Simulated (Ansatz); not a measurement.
# BH2 (doublet): the correlation ladder at distance B1–H2 = 4.139 Å, aug-cc-pVDZ

How much of the correlation energy of BH2 (doublet) does each wave-function method recover here?

The runs use Ansatz 0.2.0, Gaussian basis; aug-cc-pVDZ, core rule «outside noble gas», up to 1 orbitals frozen.

To be run: UHF; CCSD(T) on ROHF; CCSD(T) on UHF; BCCD(T) on ROHF; CISD; CCSDT(Q) on ROHF; CCSDT(Q) on UHF; CASSCF and MRCISD+Q, 3 electrons in 3 orbitals; CASSCF and NEVPT2, 3 electrons in 3 orbitals; CASSCF and MRCISD+Q, 5 electrons in 6 orbitals; CASSCF and NEVPT4(SD), 5 electrons in 6 orbitals; CASSCF and NEVPT2, 5 electrons in 6 orbitals; Full CI.

15 further runs of the same task are left out: 11 that didn't finish, 4 set aside as unsound or not needed.

### 1 The system

The geometry derives from a PBE0/def2-TZVP stationary point (not a proven minimum). One bond is set to the value named and the two fragments are kept rigid.

3 atoms, charge 0, spin multiplicity 2.

Atoms are counted from 1 here; the program's logs count them from 0.

Bond lengths: B1–H3 1.191 Å.

Geometry (Å):

```xyz
3
BH2
B     0.00000   -0.17899    0.20942
H     0.00000    1.58977   -3.53261
H     0.00000    0.33008    1.28643
```

### 2 UHF

The input, in.yaml:

```yaml
crystal:
  periodic: [false, false, false]
  atoms:
    - {symbol: B, position_ang: [0.000000, -0.178993, 0.209418]}
    - {symbol: H, position_ang: [0.000000, 1.589767, -3.532615]}
    - {symbol: H, position_ang: [0.000000, 0.330080, 1.286426]}
basis:
  gaussian: {orbitals: aug-cc-pVDZ}
magnetization: {spin_polarized: true, initial_magnetization: 1}
hamiltonian: {xc: hf}
output: {orbitals: {seedname: orbitals}}
```

Launch:

```bash
$ ansatz run in.yaml --threads 1 --pin off --events-out ev --progress --plain --max-ram 2393MiB
```

After this run come: CCSD(T) on ROHF; CCSD(T) on UHF; BCCD(T) on ROHF; CISD; CCSDT(Q) on ROHF; CCSDT(Q) on UHF; CASSCF and MRCISD+Q, 3 electrons in 3 orbitals; CASSCF and NEVPT2, 3 electrons in 3 orbitals; CASSCF and MRCISD+Q, 5 electrons in 6 orbitals; CASSCF and NEVPT4(SD), 5 electrons in 6 orbitals; CASSCF and NEVPT2, 5 electrons in 6 orbitals; Full CI.

Before running them: what should the planned runs give, taken together? Wanted: FCI below the RHF energy; RMP2 from FCI; UMP2 from FCI; RCCSD from FCI; RCCSD(T) from FCI; UCCSD(T) from FCI; RCCSDT(Q) from FCI; UCCSDT(Q) from FCI; MRCISD+Q pair from FCI.

**Answer**, as computed:

| quantity | value |
| --- | --- |
| FCI below the RHF energy | -2.4888 eV |
| RMP2 from FCI | +796.3 meV |
| UMP2 from FCI | +930.7 meV |
| RCCSD from FCI | +54.9 meV |
| RCCSD(T) from FCI | +14.2 meV |
| UCCSD(T) from FCI | +17.3 meV |
| RCCSDT(Q) from FCI | +0.6 meV |
| UCCSDT(Q) from FCI | +1.2 meV |
| MRCISD+Q pair from FCI | -10.4 meV |
| NEVPT2 valence from FCI | +380.2 meV |
| NEVPT4(SD) valence from FCI | +73.9 meV |
| levels within 1 kcal/mol (43 meV) | RCCSD(T), UCCSD(T), BCCD(T), RCCSDT, UCCSDT, RCCSDT(Q), UCCSDT(Q), MRCISD+Q pair, MRCISD valence, MRCISD+Q valence |
| T1 diagnostic | 0.011 |
| effectively unpaired electrons | 1.12 |

**Reading.** RCCSD(T) misses by +14.2 meV, 0.6 % of the correlation energy. MRCISD+Q pair falls below full CI: the +Q correction isn't variational, and the cores differ from full CI's. One determinant dominates. Of the multireference levels listed MRCISD+Q valence comes nearest in total energy (+6.0 meV), which doesn't show that its space is the better one. These misses are within one basis, not against nature; the frozen cores of restricted and unrestricted runs differ, which can shift their rows.
